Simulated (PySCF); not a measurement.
Bond stretch in ClF, singlet.

Levels: RKS-LDA (SVWN5) = restricted LDA (SVWN5)/cc-pVDZ in PySCF; UHF/cc-pVDZ (PySCF); RKS-r2SCAN = restricted r2SCAN/cc-pVDZ in PySCF.

Magnitude of the dipole moment (D; its direction can reverse along the curve, and a method can change to another solution) and Mulliken charge of the fragment that holds Cl1:

| R / Å | μ RKS-LDA (SVWN5) | q RKS-LDA (SVWN5) | μ UHF | q UHF | μ RKS-r2SCAN | q RKS-r2SCAN |
|---|---|---|---|---|---|---|
| 1.31 | 0.15 | 0.07 | 0.08 | 0.17 | 0.17 | 0.10 |
| 1.37 | 0.13 | 0.12 | 0.41 | 0.22 | 0.13 | 0.15 |
| 1.47 | 0.52 | 0.18 | 0.87 | 0.28 | 0.52 | 0.20 |
| 1.53 | 0.70 | 0.20 | 1.10 | 0.30 | 0.71 | 0.22 |
| 1.58 | 0.84 | 0.21 | 1.26 | 0.31 | 0.84 | 0.23 |
| 1.62 | 0.93 | 0.22 | 1.37 | 0.31 | 0.93 | 0.23 |
| 1.65 | 0.99 | 0.22 | 1.45 | 0.31 | 1.00 | 0.23 |
| 1.73 | 1.13 | 0.21 | 1.64 | 0.31 | 1.13 | 0.23 |
| 1.79 | 1.21 | 0.21 | 1.23 | 0.23 | 1.22 | 0.22 |
| 1.90 | 1.33 | 0.19 | 0.74 | 0.13 | 1.33 | 0.20 |
| 2.03 | 1.43 | 0.17 | 0.42 | 0.07 | 1.43 | 0.18 |
| 2.19 | 1.51 | 0.15 | — | — | 1.50 | 0.15 |
| 2.45 | — | — | — | — | 1.58 | 0.13 |
| 2.66 | — | — | — | — | 1.62 | 0.11 |

A dash means that the run gave no value there, or that the column was ended at a point which the program doubted or which failed a test of continuity chosen for this set; such a test can also cut sound points.

The restricted form behind RKS-LDA (SVWN5), RKS-r2SCAN keeps the bonding electrons paired and can't separate into open-shell fragments. The unrestricted determinant behind UHF is spin-contaminated at 1.79 to 6.49 Å (<S²> up to 1.0, against 0.00 for a pure singlet).
